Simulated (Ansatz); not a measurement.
# AlH2 (quartet): from Hartree-Fock to the top rungs, def2-QZVPP

One table from this session's results is given with a row withheld; the runs are named, their logs left out.

The runs use Ansatz 0.2.0, Gaussian basis; def2-QZVPP, core rule «outside noble gas», up to 5 orbitals frozen.

The runs, in order: UHF; ROHF; CCSD(T) on UHF.

2 further runs of the same task are left out: 2 set aside as unsound or not needed.

### What is computed

The geometry is a PBE0/def2-TZVP stationary point (not a proven minimum) of the parent state, kept for this charge and spin.

3 atoms, charge 0, spin multiplicity 4.

Atoms are counted from 1 here; the program's logs count them from 0.

Bond lengths: Al1–H2 1.722 Å, Al1–H3 1.722 Å. Angles: H2–Al1–H3 63.0°.

The first run:

in.yaml

```yaml
crystal:
  periodic: [false, false, false]
  atoms:
    - {symbol: Al, position_ang: [0.000000, 0.000000, -0.102095]}
    - {symbol: H, position_ang: [0.000000, 0.899579, 1.366496]}
    - {symbol: H, position_ang: [0.000000, -0.899579, 1.366496]}
basis:
  gaussian: {orbitals: "def2-QZVPP.json"}
magnetization: {spin_polarized: true, initial_magnetization: 3}
hamiltonian: {xc: hf}
output: {orbitals: {seedname: orbitals}}
```

Command:

```
$ ansatz run in.yaml --threads 1 --pin off --events-out ev --progress --plain --max-ram 2393MiB
```

Among the steps run: UHF; ROHF; CCSD(T) on UHF.

One table of the session follows, with a row left open; its other results are not shown here.

It belongs to the step «Misses and costs». 

```
  method  from UCCSD(T) (meV)
    ROHF              +2314.6
     UHF              +2130.6
    UMP2                    ?
   UCCSD                +73.0
UCCSD(T)                    0
```

Estimate the missing values for UMP2.

**Answer.** from UCCSD(T) (meV): +559.7. In the column «from UCCSD(T) (meV)» it lies between UCCSD (+73.0) and UHF (+2130.6).
